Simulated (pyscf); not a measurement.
**Routes from `[OH][PH][OH]` + `[OH2]`**

Candidate steps break at most two bonds and form at most two. Each was searched with GFN2-xTB (tblite) first. Optimised with ωB97X-D3(BJ)/def2-SVP in PySCF. Energies: ωB97M-D3(BJ)/def2-TZVP, kJ/mol, from the separated reactants, singlet surface; ΔG‡ with ideal gas, 1 atm, RRHO with modes under 100 cm⁻¹ raised to 100, one conformer, R ln 2 for chiral ones without a mode under 150 cm⁻¹.

| products | type | ΔE‡ | ΔE | ΔG‡ 298 K | ΔG‡ 900 K | ν‡ (cm⁻¹) |
|---|---|---|---|---|---|---|
| H₂O + HO–PH–OH | four-centre exchange | 164.6 | 0.0 | 211.0 | 306.1 | 387i |
| HO–P(OH)–OH + H₂ | four-centre exchange | 201.1 | -58.6 | 236.9 | 326.6 | 673i |

Row 1: On the reactant side the descent ends in a complex, 17.0 kJ/mol under the separated species and 187.1 kJ/mol under the saddle at ωB97X-D3(BJ)/def2-TZVP. On the product side the descent ends in a complex, 23.8 kJ/mol under the separated species and 193.8 kJ/mol under the saddle at ωB97X-D3(BJ)/def2-TZVP. Row 2: On the reactant side the descent ends in a complex (not fully relaxed), 17.2 kJ/mol under the separated species and 228.6 kJ/mol under the saddle at ωB97X-D3(BJ)/def2-TZVP. 

Plain bond fissions and candidates not yet searched are not listed, and one of them may be faster. Each barrier is that of the saddle found; lower ones may exist.
